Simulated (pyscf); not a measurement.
Four-centre exchange: H₃Si–PH₂ (SMILES [SiH3]P) + H₂O (SMILES O) → HO–PH–SiH₃ (SMILES OP[SiH3]) + H₂ (SMILES [H][H])

Gas phase, singlet surface, charge 0. Bonds broken: P1–H3, O8–H9. Bonds formed: P1–O8, H3–H9. Structures and frequencies: ωB97X-D3(BJ)/def2-SVP in PySCF.

Transition state (Å):

```xyz
10

P     -1.0116     0.8962     0.1680
Si    -0.4895    -1.2223    -0.4959
H     -0.2551     2.1060     1.3239
H      0.0406     1.4563    -0.6156
H     -0.7055    -1.2827    -1.9755
H      0.9249    -1.5922    -0.2053
H     -1.4020    -2.2041     0.1594
O     -0.4999     0.1120     1.9420
H     -0.2346     1.2871     1.9425
H     -1.3130    -0.0718     2.4464
```

One imaginary mode, 1777i cm⁻¹; descent along it reached the two sides named.

| bond | change | reactant side (Å) | saddle | product side |
|---|---|---|---|---|
| P1–H3 | breaks | 1.423 | 1.836 | 3.8 |
| O8–H9 | breaks | 0.965 | 1.205 | 2.397 |
| P1–O8 | forms | 3.0 | 2.006 | 1.692 |
| H3–H9 | forms | 2.9 | 1.027 | 0.762 |

Electronic energies relative to the separated reactants (kcal/mol):

```json
[
 {"level": "ωB97X-D3(BJ)/def2-TZVP", "barrier": "72.7", "reaction energy": "+10.2", "reverse barrier": "62.4"},
 {"level": "PBE/def2-TZVP", "barrier": "61.9", "reaction energy": "+10.6", "reverse barrier": "51.3"},
 {"level": "r²SCAN/def2-TZVP", "barrier": "66.7", "reaction energy": "+10.2", "reverse barrier": "56.5"},
 {"level": "B3LYP-D3(BJ)/def2-TZVP", "barrier": "69.3", "reaction energy": "+9.7", "reverse barrier": "59.5"},
 {"level": "PBE0-D3(BJ)/def2-TZVP", "barrier": "68.5", "reaction energy": "+11.9", "reverse barrier": "56.6"},
 {"level": "M06-2X/def2-TZVP", "barrier": "72.9", "reaction energy": "+9.3", "reverse barrier": "63.6"},
 {"level": "ωB97M-D3(BJ)/def2-TZVP", "barrier": "71.3", "reaction energy": "+10.9", "reverse barrier": "60.4"},
 {"level": "HF/def2-TZVP", "barrier": "97.0", "reaction energy": "+13.3", "reverse barrier": "83.7"}
]
```

With ωB97M-D3(BJ)/def2-TZVP energies and thermal terms (ideal gas, 1 atm, RRHO with modes under 100 cm⁻¹ raised to 100, one conformer, R ln 2 for chiral ones without a mode under 150 cm⁻¹), in kcal/mol:

```csv
T (K),ΔH‡,ΔG‡,ΔH,ΔG
298,68.3,78.8,+8.1,+9.8
600,68.5,89.5,+9.1,+11.0
900,69.3,99.8,+10.0,+11.8
1200,70.3,109.9,+10.8,+12.3
```

The same reactants have a lower exit, to HO–SiH₂–PH₂ + H₂ (barrier +34.2 kcal/mol at ωB97M-D3(BJ)/def2-TZVP, against +71.3 kcal/mol here). HO–PH–SiH₃ lies 27.2 kcal/mol over its isomer HO–SiH₂–PH₂ (electronic energy, ωB97M-D3(BJ)/def2-TZVP). One saddle was located; it need not be the lowest between these sides.
